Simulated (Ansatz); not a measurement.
Relaxation of BH3SSi (6 atoms, charge 0, multiplicity 1), to a largest force component of 0.02 eV/Å in at most 50 steps.

Method: Ansatz, RKS r2SCAN-D4/6-31G.

```xyz
6
Properties=species:S:1:pos:R:3
B -0.812 -0.909 -0.137
Si 0.430 0.622 0.199
S 0.950 -1.289 0.362
H -1.660 -1.086 -0.912
H 0.921 1.273 -1.041
H 0.212 1.324 1.482
```

**Question.** Where does it end, and by what steps?

**Answer.** The run converged. Limits of this set-up: no polarisation functions. After 7 steps the energy has fallen by 1.505 eV; H4 moved furthest, 0.36 Å.

```json
{"step": "0", "energy less start (eV)": "0.0000", "largest force component (eV/Å)": "6.559", "accepted": "yes"}
{"step": "1", "energy less start (eV)": "-1.2717", "largest force component (eV/Å)": "0.706", "accepted": "yes"}
{"step": "2", "energy less start (eV)": "-1.4573", "largest force component (eV/Å)": "0.642", "accepted": "yes"}
{"step": "3", "energy less start (eV)": "-1.4967", "largest force component (eV/Å)": "0.368", "accepted": "yes"}
{"step": "4", "energy less start (eV)": "-1.4934", "largest force component (eV/Å)": "0.231", "accepted": "no"}
{"step": "5", "energy less start (eV)": "-1.5046", "largest force component (eV/Å)": "0.105", "accepted": "yes"}
{"step": "6", "energy less start (eV)": "-1.5050", "largest force component (eV/Å)": "0.034", "accepted": "yes"}
{"step": "7", "energy less start (eV)": "-1.5051", "largest force component (eV/Å)": "0.003", "accepted": "yes"}
```

```xyz
6
Properties=species:S:1:pos:R:3
B -0.753 -0.867 -0.315
Si 0.262 0.784 0.105
S 0.833 -1.504 0.281
H -1.746 -1.373 -0.705
H 1.169 1.470 -0.869
H 0.277 1.426 1.457
```

Whether the end is a true minimum wasn't checked by a vibrational analysis.

The run took 23 s on 1 thread of Arm Neoverse V2, with other jobs on the host, peak memory 0.13 GiB.
